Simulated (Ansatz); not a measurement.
The input, for Ansatz 0.2.0:

```yaml
crystal:
  periodic: [false, false, false]
  atoms:
    - {symbol: N, position_ang: [-1.145764, -0.015822, -0.024626]}
    - {symbol: H, position_ang: [-1.443044, 0.952012, -0.024625]}
    - {symbol: H, position_ang: [-1.443043, -0.418121, 0.855634]}
    - {symbol: H, position_ang: [0.030236, -0.015821, -0.024626]}
    - {symbol: F, position_ang: [0.996236, -0.015821, -0.024626]}
basis:
  gaussian: {orbitals: cc-pVDZ}
magnetization: {spin_polarized: false, initial_magnetization: 1}
correlation: {method: ccsd_t, electrons: outside_noble_gas}
```

```sh
$ ansatz run in.yaml --threads 1 --pin off --events-out ev --progress --plain --max-ram 2393MiB
```

Log:

```
392 factors; integrals over basis functions are off by at most 1.3e-3 eV
mean field evaluation 1: about -4231.0823 eV, gradient 2.8e1 eV
mean field evaluation 2: about -4231.1113 eV, gradient 2.8e1 eV
mean field evaluation 4: about -4232.5531 eV, gradient 2.8e0 eV
mean field evaluation 8: about -4232.5803 eV, gradient 1.6e-1 eV
mean field evaluation 16: about -4232.5806 eV, gradient 1.2e-6 eV
mean field evaluation 32: about -4232.5806 eV, gradient 1.0e-6 eV
mean field evaluation 64: about -4225.5817 eV, gradient 3.8e1 eV
mean field -4232.58056022 eV, -155.5444666419 hartree, gradient 1.2e-6 eV, S^2 0.750000; 2 other end points of the search recorded, 0 dependent functions left out
determinant -4232.58056022 eV, -155.5444666419 hartree, with singles and doubles -4243.03705089 eV, -155.9287355866 hartree
determinant -4230.50824690 eV, -155.4683105320 hartree, with singles and doubles -4241.11282314 eV, -155.8580215210 hartree
2 core orbitals not correlated: weight in the atoms' cores, before any rotation towards them, 1.000 or more for the frozen orbitals, at most 0.000 for the correlated occupied ones
reference -4232.58056022 eV, -155.5444666419 hartree; 8, 7 occupied and 33, 34 virtual orbitals, 392 factors
second order -9.75174747 eV of doubles, -0.08410962 eV of singles
cycle   1  -10.45838181 eV  change   -1.9e-3 eV  update   5.4e-3
cycle   2  -10.46366503 eV  change   -5.3e-3 eV  update   4.6e-3
cycle   3  -10.46432781 eV  change   -6.6e-4 eV  update   3.2e-3
cycle   4  -10.46468983 eV  change   -3.6e-4 eV  update   1.7e-3
cycle   5  -10.46719843 eV  change   -2.5e-3 eV  update   8.3e-4
cycle   6  -10.46854223 eV  change   -1.3e-3 eV  update   3.5e-4
cycle   7  -10.46837119 eV  change    1.7e-4 eV  update   1.3e-4
cycle   8  -10.46825286 eV  change    1.2e-4 eV  update   8.4e-5
cycle   9  -10.46826393 eV  change   -1.1e-5 eV  update   3.7e-5
cycle  10  -10.46824397 eV  change    2.0e-5 eV  update   2.2e-5
cycle  11  -10.46826750 eV  change   -2.4e-5 eV  update   1.0e-5
cycle  12  -10.46826263 eV  change    4.9e-6 eV  update   4.3e-6
perturbative correction -0.16621419 eV, -0.0061082588 hartree
Total energy: -4243.21503704 eV, -155.9352764567 hartree
```

For the same geometry and basis UCCSDT(Q) lies 34.9 meV lower.

Ran on 1 thread of Arm Neoverse V2, shared host: 1.8 s wall, 0.12 GiB peak host memory.
